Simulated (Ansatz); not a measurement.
bcc Ba: LDA at its full settings (plane-wave cutoff 520 eV, 16×16×16 k mesh, Fermi–Dirac smearing 0.05 eV, scalar-relativistic PAW data made under PBE) and at cheaper ones, in a cell of 1 atom with Γ-centred meshes.

| level and setting | lattice constant a (Å) | bulk modulus B0 (GPa) |
|---|---|---|
| LDA (Ansatz) | 4.757 | 10.2 |
| LDA (Γ point alone) (Ansatz) | 5.219 | 26.1 |
| LDA (4×4×4 k mesh) (Ansatz) | ? | 10.2 |

### Question
Fill in the missing entries.

### Answer

- LDA (4×4×4 k mesh) (Ansatz, a program for electronic structure), lattice constant a (Å): 4.807

Largest shifts from the full settings: lattice constant a +9.71 % (LDA (Γ point alone)), against a difference of -4.76 % of the full result from the reference 4.995 Å (measured, low-temperature or extrapolated to 0 K; zero-point anharmonic expansion removed, sources range from 4.995 to 5.004; as tabulated in Csonka et al. (2009), arXiv:0903.4037); bulk modulus +156 % (LDA (Γ point alone)), against a difference of +9.7 % of the full result from the reference 9.3 GPa (measured, corrected for temperature and zero-point phonon effects, sources range from 9.3 to 10.6; as tabulated in Levämäki et al. (2014), arXiv:1402.3671).

Ansatz's density-functional and Hartree–Fock values are scalar-relativistic unless marked +SOC, with PAW data made under PBE.

Run with cheap settings on purpose, which may leave them unconverged: LDA (4×4×4 k mesh), LDA (Γ point alone).
